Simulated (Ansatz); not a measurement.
## How far each method lies from full CI for [H···H···NH], triplet

Geometry: a point of a hydrogen-transfer path between rigid fragments, not a stationary point.

```yaml
atoms:
  - { symbol: H, position_ang: [-2.1108, 0.0594, 0.0000] }
  - { symbol: H, position_ang: [-1.1408, 0.0594, 0.0000] }
  - { symbol: N, position_ang: [0.2002, 0.0594, 0.0000] }
  - { symbol: H, position_ang: [0.4693, -0.9448, 0.0000] }
```

Basis 6-31G; Ansatz 0.2.0. Correlated methods freeze the noble-gas cores, which leaves 8 electrons in 14 orbitals. R marks a restricted (for open shells ROHF) determinant, U an unrestricted one. Active spaces: pair = (4e, 4o) about the gap; valence = (8e, 7o) chosen from the atoms' valence shells.

Full CI is exact within this basis and frozen core; it isn't the basis-set limit. The frozen core follows each run's orbitals, which can shift R against U totals by a few meV.

For open shells CISD and CISDTQ are restricted-active-space CI with the open shells as a complete middle space.

- UHF ⟨S²⟩: 2.060
- T1 diagnostic (RCCSD): 0.0466
- largest doubles amplitude (RCCSD): 0.081
- T1 diagnostic (UCCSD): 0.0205

```
   level  E − E(RHF) (eV)
     UHF          -0.3636
    RMP2          -2.5070
    UMP2          -2.5981
   RCCSD          -3.2094
   UCCSD          -3.2144
RCCSD(T)          -3.2477
UCCSD(T)          -3.2485
```

Problem. Estimate how far full CI in 6-31G lies from RCCSD(T). The table doesn't fix it; the size of (T) and the diagnostics are the guide.

Solution. Full CI in 6-31G lies 14 meV below RCCSD(T), which is 37 % of the (T) step (-38 meV). T1 is raised, and the rest is a large part of (T).

The other levels:

```
                   level  E − E(full CI) (meV)  share of correlation (%)  wall time
                    CISD                   198                     93.94     0.27 s
                 BCCD(T)                    14                     99.56      0.3 s
                  RCCSDT                     5                     99.84          –
                  UCCSDT                     4                     99.87          –
                  CISDTQ                     4                     99.89     0.69 s
               RCCSDT(Q)                     1                     99.98      1.4 s
               UCCSDT(Q)                     0                    100.01      1.2 s
                 RCCSDTQ                     0                    100.00        9 s
                 UCCSDTQ                    -1                    100.02        9 s
     CASSCF (pair space)                  2420                     25.82          –
     NEVPT2 (pair space)                   445                     86.35     0.09 s
     MRCISD (pair space)                   111                     96.59          –
   MRCISD+Q (pair space)                    18                     99.44     0.27 s
  CASSCF (valence space)                  1521                     53.38          –
  NEVPT2 (valence space)                   329                     89.90     0.51 s
  MRCISD (valence space)                    48                     98.53          –
MRCISD+Q (valence space)                    15                     99.55     0.87 s
```

The correlation energy at full CI, counted from RHF, is -3.262 eV. That run took 1.4 s on 1 thread of Arm Neoverse V2, shared host over 493,680 determinants.

Times hold each run's SCF and search for its determinant on a shared host, so for small cases they say little of a method's own cost; they ran on 1 thread of Arm Neoverse V2.

The full-CI state has the irrep A'' of Cs, in the program's axes.

Natural occupations of full CI about the gap: 1.982 1.964 1.950 0.999 0.994 0.045 0.032 0.012 0.008 0.005; effectively unpaired electrons, Σ n²(2−n)², 2.03.
